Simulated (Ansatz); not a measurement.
Zinc-blende BeSe was calculated with Hartree–Fock (PAW; Ansatz, a program for electronic structure).

The same calculation (at the measured cell, 16.945 Å³/atom) with different numerical settings:

```
run    k mesh  band gap (eV)  smallest direct gap on the k points sampled (eV)  width of the whole s-p valence band (eV)
---  --------  -------------  ------------------------------------------------  ----------------------------------------
1       4×4×4          9.458                                            12.366                                    18.905
2       6×6×6          9.376                                            12.256                                    18.972
3    12×12×12          9.364                                            12.238                                    18.982
```

In the column smallest direct gap on the k points sampled the first row differs from the last by +0.128 and the next to last by +0.018.

The last row is no converged limit: other settings stay fixed.

Spin–orbit coupling is not included.
